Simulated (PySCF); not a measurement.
CHN, SMILES C#N. Atoms are numbered in the order given.

```xyz
3

C      0.0000     0.0000     0.4964
N      0.0000     0.0000    -0.6492
H      0.0000     0.0000     1.5660
```
Charge 0, spin multiplicity 1.

Coordinates come from a ωB97X-D3(BJ)/def2-TZVPD optimisation.

Two levels are set side by side: PBE/pcSseg-2 (PySCF) and PBE0/pcSseg-2 (PySCF). GIAO shifts against NH3 (¹⁵N), TMS (¹H), TMS (¹³C) at the same level; non-relativistic, no solvent, atoms listed together averaged. Differences are taken from unrounded values.

```
quantity             PBE0    PBE  PBE minus PBE0
------------------  -----  -----  --------------
δ(¹³C) of C1 (ppm)  114.6  109.4            -5.2
δ(¹⁵N) of N2 (ppm)  309.1  306.6            -2.4
δ(¹H) of H3 (ppm)    2.56   2.48           -0.08
```

Rough cost on one machine, each run with all the roots and properties that it gave: PBE0 against PBE within a factor of 2.
